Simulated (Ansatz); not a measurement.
**Changing the shape of CH₃P, singlet**

Computed with Ansatz's Gaussian-basis code (development build); NEVPT3 by development code. Basis aug-cc-pVDZ on C/H, aug-cc-pV(D+d)Z on P, nonrelativistic, 6 orbitals frozen in the corrections; active space CAS(4,3). Restricted Hartree–Fock, then the lowest state-specific CASSCF solution met for each case. Coupled cluster stands on the determinant that it favours, not always the lowest RHF. On stretched bonds single-reference methods can fail or change state. Unlike active orbitals can shift such differences by tenths of an eV, at times by over 1 eV.

Case A:

```xyz
5

C     0.0029    0.0126   -1.0778
P     0.0038   -0.0982    0.5937
H     0.8934    0.0702   -1.6964
H    -0.9458    0.0298   -1.6069
H    -0.0224    1.2970    0.8653
```

Case B:

| atom | x (Å) | y (Å) | z (Å) |
| --- | --- | --- | --- |
| C | 0.0000 | 0.0238 | 1.0775 |
| P | 0.0000 | -0.1007 | -0.5930 |
| H | 0.0000 | 0.9584 | 1.6301 |
| H | 0.0000 | -0.8828 | 1.6761 |
| H | 0.0000 | 1.2924 | -0.8762 |

Energy less that of case A, in eV:

```json
{"case": "B", "RHF/ROHF": "-3.302", "CASSCF": "-2.236", "CCSD(T)": "-2.405", "SC-NEVPT2": "-2.304", "FIC-NEVPT2": "-2.300", "NEVPT3": "-2.187"}
```

Question: Give the CCSDT energies against case A.

Answer: B: -2.260 eV (-52.1 kcal/mol).
